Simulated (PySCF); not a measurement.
Species: PF₃.
Geometry (PBE0-D3(BJ)/def2-SVP, Å), atoms numbered from 1 in this order:
```
atom  x, y, z in Å
F1    -0.827   -1.065   -0.378
P2     0.018   -0.107    0.579
F3     1.379   -0.138   -0.253
F4    -0.532    1.282    0.017
```

Computed with delta-SCF UKS SCAN, pcX-2 on the ionised atom, pcseg-1 elsewhere, spin-free X2C (PySCF). Every row has its own mixed basis.

| ionised atom | basis functions | E(ground) (Eh) | E(ionised) (Eh) |
| --- | --- | --- | --- |
| F1 | 91 | -641.91466 | -616.41542 |
| P2 | 102 | -641.98011 | -562.74689 |

What are the 1s binding energies?

E(ionised) − E(ground), at 27.2114 eV a hartree:

```json
{"atom": "F1", "environment": "phosphorus-bound fluorine", "difference (Eh)": "25.49924", "binding energy (eV)": "693.87"}
{"atom": "P2", "environment": "three-coordinate phosphorus", "difference (Eh)": "79.23322", "binding energy (eV)": "2156.05"}
```

How much do the ground-state energies differ, and what would follow from using one of them for all holes?

They run from -641.9801 Eh (core basis on P2) to -641.9147 Eh (on F1), 0.0654 Eh or 1.78 eV apart, for one and the same state in different bases and grids. Pairing the ion of F1 with the ground state of P2 would put its binding energy 1.78 eV too high.

Only 1s holes are shown. Atoms equivalent by their bonding share one computed value, that of the first of them. Isolated species at its PBE0-D3(BJ)/def2-SVP geometry, gas phase.

The run took 4.8 s on an Arm Neoverse V1 with one thread (shared host), and the process peaked at 0.36 GiB of memory.
